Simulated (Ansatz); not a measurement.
Ideal-gas functions of `FCCCl` at 400 K and 1 bar, from an Ansatz frequency run at PBE0-D4/def2-TZVP.

Molar mass 82.5 g/mol, point group C1 (symmetry number 1), electronic degeneracy 1, moments of inertia 36.615, 154.904, 176.533 u Å². Harmonic wavenumbers (cm⁻¹, unscaled): 132, 287, 469, 701, 859, 982, 1065, 1127, 1222, 1276, 1330, 1421, 1458, 1490, 3046, 3094, 3110, 3158.

Use S(trans) = R[1.5 ln M + 2.5 ln T − 1.1517]; rotational temperatures θ = 24.2544 K / I; S(rot) = R[ln(√π/σ · √(T³/θAθBθC)) + 1.5]; for each mode x = 1.438777 ν̃/T, S = R[x/(eˣ − 1) − ln(1 − e⁻ˣ)] and H = RT x/(eˣ − 1); 1 cm⁻¹ = 0.0119627 kJ/mol; R = 8.31446 J/(mol·K).

**Question.** By hand: the entropy, in J/(mol·K).

**Answer.** Translation 170.0. Rotation: θ = 0.6624, 0.1566, 0.1374 K, giving 109.6. Vibration, mode by mode: 14.59, 8.41, 4.89, 2.53, 1.61, 1.13, 0.89, 0.74, 0.56, 0.48, 0.41, 0.31, 0.28, 0.25, 0.00, 0.00, 0.00, 0.00, in all 37.1. Electronic 0.0. Sum 316.7 J/(mol·K).

**Question.** By hand: H − E and G − E in kJ/mol, counted from the electronic energy.

**Answer.** Zero-point energy ½ × 26227 × 0.0119627 = 156.9; thermal vibration 8.6; translation, rotation and pV give 4 RT = 13.3. H − E = 178.8 kJ/mol, and G − E = 178.8 − 400 × 316.7/1000 = 52.1 kJ/mol.

Vibration gives 12 % of the entropy, 14.6 J/(mol·K) of it from the mode under 150 cm⁻¹: soft modes count most, and the harmonic formula is weakest for them. The sum counts one conformer and one mirror image; others add a mixing term.
